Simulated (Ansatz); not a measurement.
A made-up structure of BSiNH5 (charge +1), singlet:

```
atom    x (Å)    y (Å)    z (Å)
  B1   0.8538  -0.9710   0.8619
 Si2  -0.1929   0.2566   0.5320
  N3  -0.6964   0.7582  -1.3540
  H4  -1.5094   0.3096  -1.7761
  H5  -0.1386   1.4642  -1.8344
  H6  -0.6968   0.9190   1.7503
  H7   1.1507  -1.2678   1.9325
  H8   1.3691  -1.6256   0.0692
```

It is relaxed with PBE-D4/def2-SVP and then PBE0-D4/def2-TZVP (Ansatz 0.2.0). Atoms count as bonded within 1.22 times the sum of their covalent radii (H–H: 0.88 Å). The end point is not checked to be a true minimum.

Does its bonding change? (A judgement: the text doesn't fix the answer.)

By the calculation: No: no bond forms or breaks.

Where it ends: The first stage lowers the energy by 4.34 eV in 25 steps. It ends as BSiNH₅ ([BH2][SiH][NH2]), total charge +1:
B1  (0.906, -1.217, 0.842)
Si2  (0.011, 0.517, 0.336)
N3  (-0.850, 0.684, -1.058)
H4  (-0.989, -0.048, -1.742)
H5  (-1.304, 1.549, -1.323)
H6  (0.043, 1.755, 1.139)
H7  (0.295, -2.000, 1.494)
H8  (2.027, -1.398, 0.493)
(Å)

Labels in which every atom is bracketed show which atoms are joined, not bond orders.

For scale, one of the runs: PBE0-D4/def2-TZVP relaxation, 129 basis functions, launched by `ansatz run in.yaml --threads 2 --pin off --events-out ev --progress --plain --max-ram 4352MiB`. Hardware: 2 CPU threads of an Arm Neoverse V1, shared host. Wall time about 22 s.
